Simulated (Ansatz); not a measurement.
CO, singlet: the ladder up to RCCSDTQ

Geometry: MP2(full)/6-31G*, from the G2/97 set.

```xyz
2

O     0.0000    0.0000    0.0000
C     0.0000    0.0000    1.1503
```

Basis 6-31G* (Cartesian d functions); Ansatz 0.2.0. Correlated methods freeze the noble-gas cores, which leaves 10 electrons in 28 orbitals. R marks a restricted (for open shells ROHF) determinant. Active spaces: valence = (10e, 8o) chosen from the atoms' valence shells.

Full CI isn't at hand for all of this; RCCSDTQ serves as the reference, and is uncertain by about the last step of the cluster series.

```
UHF ⟨S²⟩                          : 0.000
T1 diagnostic (RCCSD)             : 0.0208
largest doubles amplitude (RCCSD) : 0.080
```

```
                   level  E − E(RCCSDTQ) (kcal/mol)  share of correlation (%)   wall time
                     RHF                     191.54                      0.00           –
                    RMP2                      11.62                     93.94           –
                    CISD                      19.68                     89.73      0.79 s
                   RCCSD                       7.99                     95.83           –
                RCCSD(T)                       0.97                     99.49      0.38 s
                 BCCD(T)                       0.87                     99.55      0.64 s
                  RCCSDT                       0.61                     99.68           –
                  CISDTQ                       1.15                     99.40  9 s (H100)
               RCCSDT(Q)                      -0.09                    100.05       1.8 s
  CASSCF (valence space)                     107.45                     43.90           –
  NEVPT2 (valence space)                      21.51                     88.77         2 s
  MRCISD (valence space)                       5.68                     97.03           –
MRCISD+Q (valence space)                       0.99                     99.48       3.5 s
```

The correlation energy at RCCSDTQ, counted from RHF, is -8.306 eV. That run took 11 s on 5 threads of AMD EPYC 7R13 with a whole H100 80 GB, shared host.

Times hold each run's SCF and search for its determinant on a shared host, so for small cases they say little of a method's own cost; rows without a card ran on 1 thread of AMD EPYC 7R13.

Natural occupations of CASSCF (valence space) about the gap: 1.998 1.990 1.980 1.953 1.953 0.052 0.052 0.021; effectively unpaired electrons, Σ n²(2−n)², 0.04.

Atomization energy (electronic, same basis, no zero-point term; atoms at the same level, unrestricted beside the R rows where the molecule is a closed shell, with restricted open-shell steps beyond CCSDT(Q)) at RCCSDTQ: 1023.6 kJ/mol. Errors of other levels:

```csv
level,error (kJ/mol)
RHF,-315.5
RMP2,48.2
CISD,-70.3
RCCSD,-27.4
RCCSD(T),-2.8
BCCD(T),-2.0
RCCSDT,-2.4
CISDTQ,-4.4
RCCSDT(Q),0.3
CASSCF (valence space),9.9
NEVPT2 (valence space),8.6
MRCISD (valence space),-13.8
MRCISD+Q (valence space),-7.5
```

This basis is far from its limit, so the value isn't to be set against a measured one. Truncated CI isn't size-consistent, which counts against it in atomization.
